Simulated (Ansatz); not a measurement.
A run on AlFH$_{3}$P, SMILES `[F][AlH][PH2]` with other settings.

```yaml
crystal:
  periodic: [false, false, false]
  atoms:
    - {symbol: F, position_ang: [-1.476917, -1.242525, 0.901122]}
    - {symbol: Al, position_ang: [-0.460267, -0.758945, -0.214954]}
    - {symbol: P, position_ang: [1.197308, 0.572442, 0.427443]}
    - {symbol: H, position_ang: [-0.651703, -1.311856, -1.611896]}
    - {symbol: H, position_ang: [1.080724, 1.325859, -0.705446]}
    - {symbol: H, position_ang: [0.351176, 1.353584, 1.159475]}
basis:
  gaussian: {orbitals: cc-pVTZ-DK}
hamiltonian: {xc: {name: LC-wPBE}}
```

```sh
$ ansatz run in.yaml --threads 2 --pin off --events-out ev --progress --plain --max-ram 4352MiB
```

It prints (some lines left out):

```
Functional definition: LC-wPBE
866 factors; their error is unknown
281 factors; integrals over basis functions are off by at most 3.2e-5 eV
mean field evaluation 1: about -18682.7471 eV, gradient 3.9e1 eV
mean field evaluation 2: about -18682.3886 eV, gradient 4.9e1 eV
mean field evaluation 4: about -18685.2277 eV, gradient 8.3e-1 eV
mean field evaluation 8: about -18685.2075 eV, gradient 1.6e-1 eV
mean field evaluation 16: about -18685.2075 eV, gradient 3.7e-5 eV
mean field -18685.20754570 eV, -686.6687120160 hartree, gradient 3.7e-5 eV, S^2 0.000000; 0 other end points of the search recorded, 0 dependent functions left out
reference -18685.20754571 eV, -686.6687120162 hartree; 20, 20 occupied and 120, 120 virtual orbitals, 866 factors
Total energy: -18685.20754571 eV, -686.6687120162 hartree
Relativity: scalar
```

Hardware: 2 threads of an Intel Xeon on a shared host. Wall time 1.4 s, peak host memory 0.19 GiB.
